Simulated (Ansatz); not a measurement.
Scan of GaH2⁺, triplet

Starting geometry (PBE0/def2-TZVP stationary point for this spin, not checked as a minimum):

```xyz
3

Ga    0.0000    0.0000   -0.0402
H     0.0000    1.0383    1.3910
H     0.0000   -1.0383    1.3910
```

From there all distances are scaled together; atoms are numbered as listed. Energies are in kcal/mol, counted from the starting geometry at the same level. Kohn–Sham curves are unrestricted where that lies lower.

Basis aug-cc-pVTZ; Ansatz 0.2.0. Correlated methods freeze the noble-gas cores and the filled d shells of p-block atoms. No spin–orbit coupling is included, and no scalar relativity.

Full CI is exact within this basis and frozen core; it isn't the basis-set limit.

```csv
scale of all distances,r2SCANh
0.864,9.1
1.000,0.0
1.130,3.9
1.275,10.6
1.502,18.5
1.753,23.2
2.030,26.0
2.377,27.6
```

**Question.** Estimate the full CI curve in aug-cc-pVTZ from this one, knowing how r2SCANh errs.

**Answer.** The computed full CI values, in kcal/mol from the starting point, and the error of r2SCANh against them:
```
scale of all distances  full CI  r2SCANh less full CI
                 0.864     11.7                  -2.6
                 1.000      0.0                   0.0
                 1.130      3.2                   0.7
                 1.275      8.7                   2.0
                 1.502     12.6                   5.9
                 1.753     14.1                   9.1
                 2.030     15.1                  10.8
                 2.377     16.0                  11.6
```

r2SCANh at 2.377 lies 11.6 kcal/mol (73 %) above the reference in this basis.

Functionals correlate the shells that the reference freezes, so part of their error here is the reference's.
